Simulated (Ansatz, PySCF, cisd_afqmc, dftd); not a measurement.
System: OF, charge 0, doublet. OF (SMILES [O]F, doublet).
B3LYP-D3(BJ)/def2-TZVP minimum from Ansatz (a program for electronic structure):
```
O
F 1 1.3490
```
Charge 0, spin multiplicity 2.

Wanted: enthalpy of formation at 298 K (by atomisation, with ideal-gas terms from PySCF's Hessian at B3LYP-D3(BJ)/def2-TZVP and the atoms' measured values of the G2/97 table; no spin-orbit terms), in kcal/mol. Radicals and triplets start from unrestricted determinants; spin-orbit coupling is neglected. Correlated methods leave the cores frozen. Rows without X2C or -DK are non-relativistic. AFQMC/CISD: phaseless, guided by CISD from CCSD amplitudes; bars are statistical, one sigma. Outlying blocks are dropped, and bars are widened where a walk drifts. Over all cases where full CI ran beside it in this data, AFQMC minus full CI had a median of +0.1 mEh and passed +0.4 mEh in a tenth of the cases. CBS(X,Y): correlation extrapolated as X^-3, Hartree-Fock from the larger set (Q,5: extrapolated as (X+1)exp(-9√X)). A bracket is a step between two methods taken in the basis named. The functionals are non-relativistic, so their misses hold any scalar relativity. Double hybrids freeze cores in their MP2 part. '+ core + X2C': CCSD(T) terms for core correlation (cc-pwCVTZ) and scalar relativity (cc-pVTZ-DK).

| level | program | enthalpy of formation at 298 K (kcal/mol) | difference against the last row |
|---|---|---|---|
| HF/cc-pV5Z | Ansatz | 94.4 | 68.3 |
| PBE-D3(BJ)/def2-TZVPD | Ansatz + dftd3 | 7.3 | -18.8 |
| PBE0-D4/def2-TZVPD | Ansatz + dftd4 | 25.0 | -1.1 |
| CAM-B3LYP/def2-TZVPD | Ansatz | 23.6 | -2.5 |
| B2PLYP/def2-TZVPD | Ansatz | 27.0 | 0.9 |
| B2GP-PLYP-D4/def2-TZVPD | Ansatz + dftd4 | 30.5 | 4.4 |
| MP2/cc-pVTZ | Ansatz | 29.3 | 3.2 |
| MP2/cc-pV5Z | Ansatz | 25.6 | -0.5 |
| MP2/CBS(cc-pVTZ,cc-pVQZ) | Ansatz | 24.9 | -1.2 |
| CCSD/cc-pVQZ | Ansatz | 35.5 | 9.4 |
| CCSD(T)/cc-pV5Z | Ansatz | 28.0 | 1.9 |
| CCSDT(Q)/cc-pVDZ | Ansatz | 40.0 | 13.9 |
| AFQMC/CISD/cc-pVTZ | cisd_afqmc | 31.1 ± 0.3 | 5.0 |
| CCSD(T)/CBS(cc-pVQZ,cc-pV5Z) + [AFQMC/CISD - CCSD(T)]/cc-pVTZ + core + X2C | Ansatz + cisd_afqmc | 26.5 ± 0.3 | 0.4 |
| CCSD(T)/CBS(cc-pVQZ,cc-pV5Z) + [CCSDT(Q) - CCSD(T)]/cc-pVTZ + [CCSDTQ - CCSDT(Q)]/cc-pVDZ + core + X2C | Ansatz | 26.1 | 0.0 |
